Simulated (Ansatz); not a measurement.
System: zinc-blende HgTe. Method: LDA in Ansatz (PAW).

Numerical settings: plane-wave cutoff 500 eV, 10×10×10 k mesh, Fermi–Dirac smearing 0.05 eV, scalar-relativistic PAW data made under PBE.

Computed at the level's own relaxed cell.

Estimate the volume per atom and equilibrium lattice constant a that the calculation returns.


- volume per atom = 33.31 Å³/atom
- equilibrium lattice constant a = 6.435 Å

The run finds no gap.

Measured, for comparison: equilibrium volume per atom 33.70 Å³/atom, lattice constant a 6.46 Å (room temperature, not corrected to a static lattice; as tabulated in Cava et al. (2013), arXiv:1302.1059). Computed (rounded) less measured: equilibrium volume per atom -1.2 %, lattice constant a -0.4 %. A static lattice is as a rule a little smaller and stiffer than an uncorrected measurement, which narrows the difference in the equilibrium volume per atom, lattice constant a and would widen misses of the other sign.

Spin–orbit coupling is not included; it can shift volumes and moduli of such heavy elements.

Static lattice: no zero-point or thermal effects.

It cost roughly 60 core-seconds of CPU time.

Ansatz is a first-principles code.
